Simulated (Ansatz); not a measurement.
We consider zinc-blende HgTe, described by PBE-D4 in Ansatz (PAW).

Run with plane-wave cutoff 520 eV, 10×10×10 k mesh, Fermi–Dirac smearing 0.01 eV, scalar-relativistic PAW data made under PBE.

Pressure at four volumes; x = ln(V/35.000 Å³). One pressure is withheld.

```
V (Å³/atom)        x  P (GPa)
-----------  -------  -------
32.900       -0.0619     2.92
35.000        0.0000     0.00
36.401        0.0392    -1.43
37.101        0.0583        ?
```

Problem. Pass a parabola P(x) through the three rows shown, estimate the bulk modulus and its pressure derivative near zero pressure, and predict the withheld pressure.

Solution. Slopes between the rows: (0.00 − (2.92))/(0.0000 − (-0.0619)) = -47.17 and (-1.43 − (0.00))/(0.0392 − (0.0000)) = -36.48 GPa. Their difference over the span 0.1011 is c = 10.69/0.1011 = 105.7 GPa, so P(x) = 2.92 + (-47.17)(x − (-0.0619)) + 105.7 (x − (-0.0619))(x − (0.0000)). At the middle row B = −dP/dx = −[-47.17 + 105.7 × 0.0619] = 40.6 GPa, and B′ = dB/dP = 2c/B = 5.2. At x = 0.0583 the parabola gives -2.01 GPa; the run gives -2.01 GPa. The Birch–Murnaghan fit to the energies at all volumes has B0 = 40.2 GPa and B′ = 5.2.

Measured, for comparison: bulk modulus 42.3 GPa (temperature not stated, not corrected to a static lattice; as tabulated in Toher et al. (2017), arXiv:1611.05714). Computed (rounded) less measured: bulk modulus -5 %.

Spin–orbit coupling is not included; it can open a gap where bands touch, and shift volumes and moduli.

Ansatz is a program for electronic structure.
